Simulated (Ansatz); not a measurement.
C₂H₂F₂O, SMILES `F[C@@H]1O[C@H]1F`, 7 atoms. Charge 0, multiplicity 1. All runs use 4 threads of an Intel Xeon Platinum 8488C on a shared host. Correlated methods freeze the cores. Open-shell runs search over several starts.

**Question.** Give the basis size and wall time and peak host memory of each of these runs in Ansatz. RHF-CCSD(T)/def2-TZVPP energy; UKS PBE-D4/def2-TZVPP energy of the cation; UHF-CCSD(T)/def2-TZVPP energy of the cation; RKS PBE0-D4/def2-TZVP relaxation (6 steps); RKS PBE0-D4/def2-TZVP frequencies; RHF-MP2/def2-QZVPP energy; UKS B2PLYP (frozen core)/def2-TZVPP energy of the cation; UKS ωB97M-V/def2-TZVPP energy of the cation; UKS B3LYP-D4/def2-TZVPP energy of the cation; RKS BHLYP-D4/def2-TZVPP energy; RKS B3LYP-D4/def2-TZVPP energy and forces; RKS r2SCAN0-D4/def2-TZVPP energy. (Estimate.)

**Answer.** The calculation gave: Other jobs shared the machine, so times are rough.

```csv
level,job,functions,wall time,peak host memory (GiB)
RKS BHLYP-D4/def2-TZVPP,energy,183,1.2 s,0.38
RKS B3LYP-D4/def2-TZVPP,energy and forces,183,1.4 s,0.38
RKS r2SCAN0-D4/def2-TZVPP,energy,183,1.7 s,0.4
UKS B3LYP-D4/def2-TZVPP,energy of the cation,183,3.7 s,0.44
UKS PBE-D4/def2-TZVPP,energy of the cation,183,3.7 s,0.39
UKS B2PLYP (frozen core)/def2-TZVPP,energy of the cation,183,5.5 s,0.48
RHF-MP2/def2-QZVPP,energy,345,6.5 s,1.4
RKS PBE0-D4/def2-TZVP,relaxation (6 steps),167,9 s,0.35
UKS ωB97M-V/def2-TZVPP,energy of the cation,183,13 s,0.81
RHF-CCSD(T)/def2-TZVPP,energy,183,25 s,2.1
RKS PBE0-D4/def2-TZVP,frequencies,167,34 s,0.38
UHF-CCSD(T)/def2-TZVPP,energy of the cation,183,2 min,5.5
```

B3LYP here is the variant with VWN-RPA as its local correlation; programs differ in this.
